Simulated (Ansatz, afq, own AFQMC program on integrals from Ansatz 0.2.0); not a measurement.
AFQMC on a folder of integrals that Ansatz 0.2.0 wrote.

```yaml
crystal:
  periodic: [false, false, false]
  atoms:
    - {symbol: C, position_ang: [-1.007966, -0.636198, 1.004024]}
    - {symbol: N, position_ang: [0.420817, -0.536833, 0.913258]}
    - {symbol: C, position_ang: [1.115780, -1.351439, 1.871488]}
    - {symbol: In, position_ang: [1.427545, 0.635826, -0.447463]}
    - {symbol: H, position_ang: [-1.388452, -0.329515, 2.001463]}
    - {symbol: H, position_ang: [-1.369585, -1.672946, 0.836397]}
    - {symbol: H, position_ang: [-1.499773, 0.005640, 0.255892]}
    - {symbol: H, position_ang: [2.208050, -1.244062, 1.769926]}
    - {symbol: H, position_ang: [0.856567, -1.082345, 2.917751]}
    - {symbol: H, position_ang: [0.880670, -2.430925, 1.755832]}
    - {symbol: H, position_ang: [3.194036, 0.557770, -0.311968]}
basis:
  gaussian: {orbitals: def2-SVP}
magnetization: {spin_polarized: true, initial_magnetization: 1}
correlation: {method: ccsd_t, electrons: outside_noble_gas, hamiltonian_folder: ham}
```

```sh
$ ansatz run in.yaml --threads 1 --pin off --events-out ev --progress --plain --max-ram 24576MiB --backend cuda --devices 0, --max-vram 18GiB
```

afq runs on the folder ham with

```
--method phaseless --trial cisd --walkers 1700 --populations 20 --least-time 60 --time-step 0.005 --steps-per-block 50 --equilibration-blocks 28 --max-blocks 4000 --target-error 0.00029 --factor-cut 1e-05 --start spin_pure --seed 2319 --release-times 0.21,0.42,0.63,0.9 --release-step 0.03 --release-every 5 --taylor-order 6
```

Times are imaginary, in 1/Eh. The walk had a cap of 258 s. With eight or more populations the least sampling time is a fifth of least-time, and the error comes from their spread. Filled inner d shells are frozen with the cores. Core potentials past Kr, no spin–orbit coupling.

Output of the walk:

```
orbitals 91  electrons 12 11  factors 801 of 1138
reference energy -323.31778488 Eh
CCSD correlation -0.55701873 Eh in 14 cycles, weight of the determinant in the CISD state 0.8019
energy of the start -323.874029 Eh
 block  time / (1/Eh)  mean weight  energy / Eh
     1     0.250  0.9991  -323.856643
     2     0.500  0.9995  -323.867137
     3     0.750  1.0003  -323.876945
     4     1.000  1.0013  -323.880716
     5     1.250  0.9998  -323.887594
     7     1.750  0.9998  -323.889607
     9     2.250  1.0007  -323.889943
    13     3.250  0.9994  -323.893570
    21     5.250  0.9997  -323.895125
    29     7.250  1.0003  -323.893624
    37     9.250  0.9996  -323.895474
    45    11.250  0.9999  -323.896910
    53    13.250  1.0005  -323.892187
    61    15.250  0.9999  -323.892266
    69    17.250  1.0002  -323.891919
    77    19.250  1.0006  -323.894387
    85    21.250  0.9998  -323.897333
    93    23.250  1.0006  -323.892758
   101    25.250  1.0000  -323.895693
   109    27.250  0.9988  -323.896841
   117    29.250  1.0003  -323.892958
   125    31.250  0.9996  -323.896137
   133    33.250  0.9998  -323.895133
   141    35.250  1.0004  -323.894410
   149    37.250  0.9995  -323.893653
   157    39.250  1.0003  -323.899552
   165    41.250  0.9996  -323.891799
   173    43.250  0.9991  -323.890374
error from the spread of 20 populations
released: time / (1/Eh)  energy / Eh  error  mean overlap
  0.21  -323.894416  0.000341  0.9987
  0.42  -323.894695  0.000459  0.9970
  0.63  -323.894335  0.000417  1.0002
  0.90  -323.895242  0.000515  0.9934
energy -323.894444 +/- 0.000428 Eh
(rows thinned)
```

The run passed its tests (sampling time, drift between the halves within three errors, error under three times the target), which doesn't prove that it has relaxed, ending at its cap on processor time.

Against this walk (error 11.7 meV) on the same determinant: CCSD(T) 63.2 meV higher. The error is statistical and leaves out the bias of the constraint. Released to 0.90 1/Eh the energy moves by -22 ± 18 meV (both errors), within twice the noise.

Cautions: constraint bias not in the error; error above the target (11.7 against 7.9 meV); no spin-orbit coupling; inner d shell frozen.

The walk took 4.3 min on 1 × NVIDIA H100 80GB HBM3 with 2 threads of AMD EPYC 7R13 Processor (Zen 3), on a shared host (the card was shared). The log's last line is the phaseless energy.
